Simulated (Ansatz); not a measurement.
# BH2+ (singlet): from Hartree-Fock to the top rungs at distance B1–H2 = 2.629 Å, aug-cc-pVTZ

How much of the correlation energy of BH2+ (singlet) does each wave-function method recover here?

Computed with Ansatz 0.2.0, Gaussian basis. Level: aug-cc-pVTZ, core rule «outside noble gas», up to 1 orbitals frozen.

Plan: UHF; CCSD(T) on RHF; CCSD(T) on UHF; BCCD(T) on RHF; CCSDT(Q) on RHF; CCSDT(Q) on UHF; CASSCF and NEVPT2, 4 electrons in 6 orbitals; Full CI.

18 further runs of the same task are left out: 11 that didn't finish, 7 set aside as unsound or not needed.

### Step 1. The system

The geometry derives from a PBE0/def2-TZVP stationary point (not a proven minimum). One bond is set to the value named and the two fragments are kept rigid.

3 atoms, charge 1, spin multiplicity 1.

Atoms are counted from 1 here; the program's logs count them from 0.

Bond lengths: B1–H3 1.179 Å.

### Step 2. UHF

The input, in.yaml:

```yaml
crystal:
  periodic: [false, false, false]
  atoms:
    - {symbol: B, position_ang: [0.000000, 0.000000, 0.483273]}
    - {symbol: H, position_ang: [0.000000, 0.000000, -2.145727]}
    - {symbol: H, position_ang: [0.000000, 0.000000, 1.662454]}
basis:
  gaussian: {orbitals: aug-cc-pVTZ}
total_charge: 1
magnetization: {spin_polarized: true, initial_magnetization: 0}
hamiltonian: {xc: hf}
output: {orbitals: {seedname: orbitals}}
```

The run is started by

```bash
ansatz run in.yaml --threads 1 --pin off --events-out ev --progress --plain --max-ram 2393MiB
```

Further steps of the session: CCSD(T) on RHF; CCSD(T) on UHF; BCCD(T) on RHF; CCSDT(Q) on RHF; CCSDT(Q) on UHF; CASSCF and NEVPT2, 4 electrons in 6 orbitals; Full CI.

**Question.** What will the summary of the whole plan be? Wanted: FCI below the RHF energy; RMP2 from FCI; UMP2 from FCI; RCCSD from FCI; RCCSD(T) from FCI; UCCSD(T) from FCI; RCCSDT(Q) from FCI; UCCSDT(Q) from FCI; NEVPT2 valence from FCI.

**Answer**, as computed:

| quantity | value |
| --- | --- |
| FCI below the RHF energy | -3.5662 eV |
| RMP2 from FCI | +26.42 kcal/mol |
| UMP2 from FCI | +18.27 kcal/mol |
| RCCSD from FCI | +3.00 kcal/mol |
| RCCSD(T) from FCI | +0.54 kcal/mol |
| UCCSD(T) from FCI | +1.67 kcal/mol |
| RCCSDT(Q) from FCI | +0.03 kcal/mol |
| UCCSDT(Q) from FCI | +0.01 kcal/mol |
| NEVPT2 valence from FCI | +6.29 kcal/mol |
| levels within 1 kcal/mol (43 meV) | RCCSD(T), BCCD(T), RCCSDT, UCCSDT, RCCSDT(Q), UCCSDT(Q) |
| T1 diagnostic | 0.071 |
| effectively unpaired electrons | 0.69 |

In words: RCCSD(T) lands +0.54 kcal/mol from the yardstick (0.7 % of the correlation energy). CCSD(T) misses by +0.54 kcal/mol on the restricted determinant and by +1.67 kcal/mol on the unrestricted one; the two need not hold the same state or core. The occupations show some static correlation. These misses are within one basis, not against nature.
